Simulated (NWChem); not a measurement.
All runs are NWChem calculations. System: Na₂, charge 0, spin multiplicity 1, at a geometry optimised with PBE0/def2-SVP. The structure started from a generated list of species. Level: CCSD(T)/def2-TZVP, 2 core orbitals frozen.

Job file:

```
start mol
memory heap 100 mb stack 700 mb global 1900 mb
geometry units angstroms nocenter noautoz
  Na     0.000000     0.000000     1.562474
  Na     0.000000     0.000000    -1.562474
  symmetry group D2h
end
basis spherical
  * library def2-tzvp
end
scf
  rhf
  nopen 0
  maxiter 100
  thresh 1e-7
  semidirect memsize 60000000 filesize 0
end
tce
  freeze core 2
  ccsd(t)
  2eorb
  2emet 13
  thresh 1e-6
  maxiter 100
  tilesize 24
end
task tce energy
```

Part of the output:

```
             Northwest Computational Chemistry Package (NWChem) 7.3.0
             --------------------------------------------------------

                                NWChem Input Module
                                -------------------

 Scaling coordinates for geometry "geometry" by  1.889725989
 (inverse scale =  0.529177249)

 Turning off AUTOSYM since
 SYMMETRY directive was detected!

                             Geometry "geometry" -> ""
                             -------------------------

 Output coordinates in angstroms (scale by  1.889725989 to convert to a.u.)

  No.       Tag          Charge          X              Y              Z
 ---- ---------------- ---------- -------------- -------------- --------------
    1 Na                  11.0000     0.00000000     0.00000000     1.56247400
    2 Na                  11.0000     0.00000000     0.00000000    -1.56247400

 Effective nuclear repulsion energy (a.u.)      20.4900840363

            Nuclear Dipole moment (a.u.)
            ----------------------------
        X                 Y               Z
 ---------------- ---------------- ----------------
     0.0000000000     0.0000000000     0.0000000000

      Symmetry information
      --------------------

 Group name             D2h
 Group number             26
 Group order               8
 No. of unique centers     1

      Symmetry unique atoms

     1


 Summary of "ao basis" -> "" (spherical)
 ------------------------------------------------------------------------------
       Tag                 Description            Shells   Functions and Types
 ---------------- ------------------------------  ------  ---------------------
 *                         def2-tzvp                  on all atoms

 Summary of "ao basis" -> "ao basis" (spherical)
 ------------------------------------------------------------------------------
       Tag                 Description            Shells   Functions and Types
 ---------------- ------------------------------  ------  ---------------------
 Na                        def2-tzvp                12       32   5s4p3d
[...]
          -----------------------
          Calculation type : Coupled-cluster singles & doubles w/ perturbation
   Perturbative correction : (T)
            Max iterations :      100
        Residual threshold : 0.10D-05
     T(0) DIIS level shift : 0.00D+00
     L(0) DIIS level shift : 0.00D+00
     T(1) DIIS level shift : 0.00D+00
     L(1) DIIS level shift : 0.00D+00
     T(R) DIIS level shift : 0.00D+00
     T(I) DIIS level shift : 0.00D+00
   CC-T/L Amplitude update :  5-th order DIIS
                I/O scheme : Global Array Library
        L-threshold :  0.10D-05
        EOM-threshold :  0.10D-05
 no EOMCCSD initial starts read in
 TCE RESTART OPTIONS
 SLICE:      F
 D4D5:       F
 quantumc:   F
 qrotation:  F
 pwtce:      F
 qducc:      F
 nacto:                         0
 nrotv:                         0
 nrot:                          0

            Memory Information
            ------------------
          Available GA space size is     249032704 doubles
          Available MA space size is     104854820 doubles

 Maximum block size supplied by input
 Maximum block size        24 doubles

 tile_dim =     12

 -------------------------------------------------

 Global array virtual files algorithm will be used

 Parallel file system coherency ......... OK

 4-electron integrals stored in orbital form

 v2    file size   =           389619
 4-index algorithm nr.  13 is used
 imaxsize =       30
 imaxsize ichop =        0


CCSD iterations
 ---------------------------------------------------------
 Iter          Residuum       Correlation     Cpu    Wall
 ---------------------------------------------------------
    1   0.1145183459161  -0.3469220845241     2.1     2.1
    2   0.0234582438329  -0.3593429784327     2.1     2.1
    3   0.0092101895987  -0.3623579847939     2.1     2.1
    4   0.0046460311784  -0.3633464646747     2.1     2.1
    5   0.0025138402276  -0.3638045524073     2.1     2.1
    6   0.0005023618418  -0.3642760906334     2.1     2.1
    7   0.0002288840966  -0.3642654289086     2.1     2.1
    8   0.0001249448413  -0.3642650934471     2.1     2.1
    9   0.0000724950626  -0.3642655998445     2.1     2.1
   10   0.0000431920725  -0.3642666362694     2.1     2.1
   11   0.0000096738171  -0.3642684121491     2.1     2.1
   12   0.0000045240700  -0.3642688655880     2.1     2.1
   13   0.0000027007604  -0.3642690565669     2.1     2.1
   14   0.0000016958890  -0.3642691595566     2.2     2.2
   15   0.0000011076846  -0.3642692057187     2.1     2.1
   16   0.0000002747643  -0.3642692802991     2.1     2.1
 -----------------------------------------------------------------
 Iterations converged
 CCSD correlation energy / hartree =        -0.364269280299136
 CCSD total energy / hartree       =      -324.067310829552298

 Singles contributions

 Doubles contributions
    12b1u (alpha)    12b1u (beta ) ---    11ag  (alpha)    11ag  (beta )       -0.1162264488
    13b2u (alpha)    13b2u (beta ) ---    11ag  (alpha)    11ag  (beta )       -0.1044039230
    14b3u (alpha)    14b3u (beta ) ---    11ag  (alpha)    11ag  (beta )       -0.1044039230
 CCSD(T)
 Using plain CCSD(T) code
             total no. of tasks         5376
 total no. of tasks / no. procs         5376
                         wl_min           54           1.9
                         wl_max        42768           5.9
        thresh for no. of tasks         5376

 CCSD[T]  correction energy / hartree =        -0.006063845376428
 CCSD[T] correlation energy / hartree =        -0.370333125675564
 CCSD[T] total energy / hartree       =      -324.073374674928743
 CCSD(T)  correction energy / hartree =        -0.005498295225856
 CCSD(T) correlation energy / hartree =        -0.369767575524992
 CCSD(T) total energy / hartree       =      -324.072809124778132

 Task  times  cpu:       42.5s     wall:       42.5s

 Total times  cpu:       42.5s     wall:       42.5s
```
